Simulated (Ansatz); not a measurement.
Computed with Ansatz on PBE0-D4/def2-TZVP structures; ΔE is electronic, products minus reactants. CBS: MP2 limit from def2 TZ/QZ plus the TZ coupled-cluster correction, frozen cores. This one scheme is used for every species. DFT in def2-TZVPP. B3LYP here is the variant with VWN-RPA as its local correlation; programs differ in this. Each species was taken in one conformer, which may not be the lowest.

`C#CCOC=O` + H₂O → `O=COCO` + `C#C`  (formal hydrolysis of a C–C bond)

```json
{"level": "PBE-D4", "ΔE (kJ/mol)": "24.2", "difference from CCSD(T)/CBS": "0.6"}
{"level": "r2SCAN-D4", "ΔE (kJ/mol)": "19.2", "difference from CCSD(T)/CBS": "-4.4"}
{"level": "PBE0-D4", "ΔE (kJ/mol)": "23.7", "difference from CCSD(T)/CBS": "0.1"}
{"level": "B3LYP-D4", "ΔE (kJ/mol)": "21.3", "difference from CCSD(T)/CBS": "-2.3"}
{"level": "ωB97X-V", "ΔE (kJ/mol)": "15.5", "difference from CCSD(T)/CBS": "-8.1"}
{"level": "ωB97M-V", "ΔE (kJ/mol)": "16.9", "difference from CCSD(T)/CBS": "-6.7"}
{"level": "B2PLYP", "ΔE (kJ/mol)": "19.7", "difference from CCSD(T)/CBS": "-3.9"}
{"level": "HF/def2-TZVPP", "ΔE (kJ/mol)": "9.8", "difference from CCSD(T)/CBS": "-13.8"}
{"level": "MP2/def2-TZVPP", "ΔE (kJ/mol)": "26.8", "difference from CCSD(T)/CBS": "3.2"}
{"level": "SCS-MP2/def2-TZVPP", "ΔE (kJ/mol)": "22.4", "difference from CCSD(T)/CBS": "-1.2"}
{"level": "CCSD/def2-TZVPP", "ΔE (kJ/mol)": "18.6", "difference from CCSD(T)/CBS": "-5.0"}
{"level": "HF/def2-QZVPP", "ΔE (kJ/mol)": "10.7", "difference from CCSD(T)/CBS": "-12.9"}
{"level": "MP2/def2-QZVPP", "ΔE (kJ/mol)": "29.8", "difference from CCSD(T)/CBS": "6.2"}
{"level": "SCS-MP2/def2-QZVPP", "ΔE (kJ/mol)": "25.3", "difference from CCSD(T)/CBS": "1.7"}
{"level": "HF/CBS(def2)", "ΔE (kJ/mol)": "10.9", "difference from CCSD(T)/CBS": "-12.7"}
{"level": "MP2/CBS(def2)", "ΔE (kJ/mol)": "31.4", "difference from CCSD(T)/CBS": "7.8"}
{"level": "CCSD(T)/CBS", "ΔE (kJ/mol)": "23.6", "difference from CCSD(T)/CBS": "0"}
```

Largest T1 diagnostic among the species: 0.015.

The D4 term adds +3.0 kJ/mol with B3LYP and +2.0 kJ/mol with PBE0; it sums over pairs of atoms, weighted by their polarisabilities, and B3LYP, whose exchange is more repulsive, gets the larger term. In def2-TZVPP, CCSD(T) changes the Hartree–Fock value by +9.1 kJ/mol (the triples alone add +0.4 kJ/mol) and MP2 by +16.9 kJ/mol.
